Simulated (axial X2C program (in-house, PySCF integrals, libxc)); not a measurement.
## Worked dissociation energy of SO: PBE50, two-component

All values were computed with an in-house relativistic program for diatomic molecules. Two-component (2c) means X2C with spin–orbit coupling and atomic mean-field two-electron Coulomb and Gaunt terms. Basis: S dyall-av3z [9s8p3d2f], O dyall-av3z [7s6p3d2f] (cores contracted in-house); Gaussian nuclei, density fitting, unrestricted open shells. Masses: S 31.972 u, O 15.995 u.

Molecular state: Ω = 1 (⟨Sz⟩ = 1.00, ⟨Lz⟩ = 0.00 at PBE50).

```
E(S) (2M_J = 2) : -399.051067 hartree
E(O) (2M_J = 2) : -75.080435 hartree
E(SO) at Re     : -474.307408 hartree
ωe              : 1270.0 cm⁻¹
ωexe            : 5.23 cm⁻¹
```

Problem. Work out De and D0.

Solution. De = -399.051067 + (-75.080435) − (-474.307408) = 0.17591 hartree = 4.787 eV. The zero-point energy is ωe/2 − ωexe/4 = 634 cm⁻¹ = 0.079 eV, so D0 = 4.708 eV.

The state is a single determinant with fixed occupations, the lowest that a limited PBE0 search found. De is counted from the lowest determinant-based energies of the atoms at the same level, without counterpoise correction. Density functionals use the spin component along the axis (collinear). A 2c atom that is not at its ground J level misses part of its spin–orbit lowering, and De is too large by that part (0.04 eV or less for light atoms). This holds for PBE50. Other states lie close and PBE0, whose exact exchange favours high spin, may order them wrongly; the determinant shown need not be the ground state. The nearest other 2c determinant of the search, Ω = 0, lies 0.87 eV up at the distance of the search. Without a current term, density functionals place determinants with orbital angular momentum somewhat too high. With several unpaired electrons one determinant need not be a pure state. Open-shell Ω = 0 determinants with evenly filled partner blocks cannot be reached by this program, so the Ω shown need not be the lowest component. This is the Ω = 1 component of a π² triplet; the 0⁺ component is not one determinant and can lie lowest.

Each atomic determinant is the lowest at this level and need not be a pure J level. Totals compare only within one Hamiltonian and basis.
